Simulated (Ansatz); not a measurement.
Nudged elastic band run: C$_{3}$H$_{4}$FN

Input file:

```yaml
crystal:
  periodic: [false, false, false]
  atoms:
    - { symbol: "N", position_ang: [-0.390585, 0.89943, -1.015863] }
    - { symbol: C, position_ang: [0.137668, -0.159451, -0.21732] }
    - { symbol: F, position_ang: [0.84704, -1.116942, -1.008608] }
    - { symbol: C, position_ang: [-0.512423, -0.680442, 1.010239] }
    - { symbol: C, position_ang: [0.604162, 0.005555, 1.181243] }
    - { symbol: H, position_ang: [-1.011908, 0.508303, -1.739149] }
    - { symbol: H, position_ang: [0.376393, 1.361458, -1.526204] }
    - { symbol: H, position_ang: [-1.333674, -1.26329, 1.441874] }
    - { symbol: H, position_ang: [1.372027, 0.39898, 1.856589] }
basis:
  gaussian: { orbitals: def2-SVP }
hamiltonian:
  xc: blyp
neb:
  order_check: false
  images: 7
  f_tol: 0.03
  max_iterations: 42
  final_atoms:
    - { symbol: "N", position_ang: [-0.45590046, 0.57591914, -1.26668386] }
    - { symbol: C, position_ang: [0.10775765, -0.32617781, -0.29494069] }
    - { symbol: F, position_ang: [0.69884315, -1.37626335, -1.00684578] }
    - { symbol: C, position_ang: [-0.50964413, -0.60866684, 1.01871366] }
    - { symbol: C, position_ang: [0.67300426, -0.00282227, 1.04847377] }
    - { symbol: H, position_ang: [0.26264926, 0.85370026, -1.94953316] }
    - { symbol: H, position_ang: [-0.80175295, 1.42738968, -0.80988751] }
    - { symbol: H, position_ang: [-1.36046594, -1.01722749, 1.57948775] }
    - { symbol: H, position_ang: [1.47420917, 0.42774967, 1.66401683] }
  initial_path:
    images:
      - { positions_ang: [[-0.390585, 0.89943, -1.015863], [0.137668, -0.159451, -0.21732], [0.84704, -1.116942, -1.008608], [-0.512423, -0.680442, 1.010239], [0.604162, 0.005555, 1.181243], [-1.011908, 0.508303, -1.739149], [0.376393, 1.361458, -1.526204], [-1.333674, -1.26329, 1.441874], [1.372027, 0.39898, 1.856589]] }
      - { positions_ang: [[-0.41524168, 0.84783015, -1.01788776], [0.11789174, -0.19847188, -0.22638567], [0.79302693, -1.17044295, -0.99954169], [-0.49536214, -0.66845888, 1.00636926], [0.60517169, 0.00541743, 1.13700938], [-0.84771483, 0.51233059, -1.81395614], [0.27132731, 1.42226146, -1.35804021], [-1.31941039, -1.21904983, 1.46093835], [1.37901138, 0.42218491, 1.79429547]] }
      - { positions_ang: [[-0.43989836, 0.7962303, -1.01991252], [0.09811548, -0.23749276, -0.23545133], [0.73901385, -1.2239439, -0.99047539], [-0.47830128, -0.65647576, 1.00249952], [0.60618137, 0.00527985, 1.09277576], [-0.68352166, 0.51635818, -1.88876328], [0.16626162, 1.48306493, -1.18987641], [-1.30514678, -1.17480966, 1.48000271], [1.38599576, 0.44538981, 1.73200195]] }
      - { positions_ang: [[-0.46455503, 0.74463046, -1.02193729], [0.07833922, -0.27651364, -0.244517], [0.68500078, -1.27744485, -0.98140908], [-0.46124043, -0.64449264, 0.99862978], [0.60719106, 0.00514228, 1.04854214], [-0.51932849, 0.52038576, -1.96357042], [0.06119593, 1.54386839, -1.02171262], [-1.29088317, -1.13056949, 1.49906706], [1.39298014, 0.46859472, 1.66970842]] }
      - { positions_ang: [[-0.48921171, 0.69303061, -1.02396205], [0.05856296, -0.31553452, -0.25358267], [0.6309877, -1.3309458, -0.97234278], [-0.44417957, -0.63250952, 0.99476004], [0.60820074, 0.0050047, 1.00430852], [-0.35513532, 0.52441335, -2.03837756], [-0.04386976, 1.60467186, -0.85354883], [-1.27661956, -1.08632932, 1.51813142], [1.39996452, 0.49179963, 1.6074149]] }
      - { positions_ang: [[-0.4808839, 0.66375274, -1.0846425], [0.07086163, -0.31819534, -0.26392217], [0.64795156, -1.34227519, -0.98096853], [-0.46054571, -0.62654885, 1.00074844], [0.62440162, 0.00304796, 1.01534984], [-0.20068917, 0.60673508, -2.01616646], [-0.23334056, 1.56035131, -0.8426335], [-1.29758116, -1.06905386, 1.5334705], [1.41852568, 0.47578714, 1.62156538]] }
      - { positions_ang: [[-0.47255609, 0.63447487, -1.14532295], [0.0831603, -0.32085616, -0.27426168], [0.66491542, -1.35360457, -0.98959428], [-0.47691185, -0.62058818, 1.00673685], [0.6406025, 0.00109121, 1.02639115], [-0.04624303, 0.68905681, -1.99395536], [-0.42281136, 1.51603077, -0.83171817], [-1.31854275, -1.0517784, 1.54880958], [1.43708685, 0.45977465, 1.63571586]] }
      - { positions_ang: [[-0.46422827, 0.60519701, -1.2060034], [0.09545898, -0.32351698, -0.28460119], [0.68187929, -1.36493396, -0.99822003], [-0.49327799, -0.61462751, 1.01272525], [0.65680338, -0.00086553, 1.03743246], [0.10820311, 0.77137853, -1.97174426], [-0.61228216, 1.47171022, -0.82080284], [-1.33950434, -1.03450294, 1.56414866], [1.45564801, 0.44376216, 1.64986635]] }
      - { positions_ang: [[-0.45590046, 0.57591914, -1.26668386], [0.10775765, -0.32617781, -0.29494069], [0.69884315, -1.37626335, -1.00684578], [-0.50964413, -0.60866684, 1.01871366], [0.67300426, -0.00282227, 1.04847377], [0.26264926, 0.85370026, -1.94953316], [-0.80175295, 1.42738968, -0.80988751], [-1.36046594, -1.01722749, 1.57948775], [1.47420917, 0.42774967, 1.66401683]] }
```

Launched with:

```bash
$ ansatz run input.yaml --threads 1 --pin off --max-ram 2048MiB --backend cpu --events-out ev --progress --plain --runs-dir out
```

Output, in part (warnings, iteration lines, the closing report on the highest movable image, with atoms numbered from 0):

```
NEB end point (image 0): max|allowed force component| = 1.152e-2 eV/Å (the criterion of neb.relax_end_points is 1.000e-2)
NEB end point (image 8): max|allowed force component| = 1.567e-2 eV/Å (the criterion of neb.relax_end_points is 1.000e-2)
NEB iter   1: max|band force component| = 7.309e0 eV/Å  barrier→ = 0.9076 eV  barrier← = 0.7986 eV  Δτ_max = 0.0896 Å  (259 SCF iters)
NEB iter   2: max|band force component| = 1.890e0 eV/Å  barrier→ = 0.2233 eV  barrier← = 0.1144 eV  Δτ_max = 0.0394 Å  (223 SCF iters)
NEB iter   3: max|band force component| = 5.064e-1 eV/Å  barrier→ = 0.1437 eV  barrier← = 0.0347 eV  Δτ_max = 0.0194 Å  (224 SCF iters)
NEB iter   4: max|band force component| = 9.045e-2 eV/Å  barrier→ = 0.1372 eV  barrier← = 0.0282 eV  CI = image 5  Δτ_max = 0.0215 Å  (229 SCF iters)
NEB iter   5: max|band force component| = 7.062e-2 eV/Å  barrier→ = 0.1363 eV  barrier← = 0.0273 eV  CI = image 5  Δτ_max = 0.0049 Å  (229 SCF iters)
NEB iter   6: max|band force component| = 2.208e-2 eV/Å  barrier→ = 0.1361 eV  barrier← = 0.0272 eV  CI = image 5  Δτ_max = 0.0000 Å  (592 SCF iters)
Total energy: -7372.55345840 eV, -270.9363422999 hartree
Atom 0 at    -0.511795     0.694655    -1.144483 Å, force     0.000265    -0.004699     0.006554 eV/Å
Atom 1 at     0.080213    -0.289649    -0.260795 Å, force    -0.013245    -0.011319     0.008215 eV/Å
Atom 2 at     0.642031    -1.306612    -1.054433 Å, force     0.005246     0.002655    -0.000324 eV/Å
Atom 3 at    -0.494393    -0.666844     1.050289 Å, force     0.003945     0.003937    -0.013310 eV/Å
Atom 4 at     0.661349    -0.009775     1.073250 Å, force    -0.004052     0.001975     0.005565 eV/Å
Atom 5 at    -0.178751     0.533183    -2.102189 Å, force     0.001315     0.004620    -0.004051 eV/Å
Atom 6 at    -0.231099     1.644495    -0.872344 Å, force     0.002911     0.003479    -0.003078 eV/Å
Atom 7 at    -1.323738    -1.111706     1.614554 Å, force     0.002062     0.000543     0.004107 eV/Å
Atom 8 at     1.444883     0.465854     1.678953 Å, force     0.001552    -0.001190    -0.003677 eV/Å
Dipole moment:     0.083921     0.340721     0.192403 e Å
```

The forces met the threshold. A vibrational analysis at the climbing image gives one clearly imaginary mode, 223i cm⁻¹: a first-order saddle point.

Final band (atoms are numbered from 1 in the order of the input):

```
image  path coordinate (Å)  energy (kJ/mol)  dihedral H7–N1–C2–F3 (°)
    0                 0.00              0.0                       -58
    1                 0.30              1.2                       -72
    2                 0.59              4.6                       -87
    3                 0.89              8.7                      -102
    4                 1.19             12.0                      -117
    5                 1.49             13.1                      -132
    6                 1.77             12.4                      -146
    7                 2.06             11.1                      -160
    8                 2.34             10.5                      -173
```

Run time: 2.3 min on 1 thread of Intel(R) Xeon(R) Platinum 8259CL CPU @ 2.50GHz (Skylake/Cascade Lake) (shared host), peak memory 0.26 GiB.
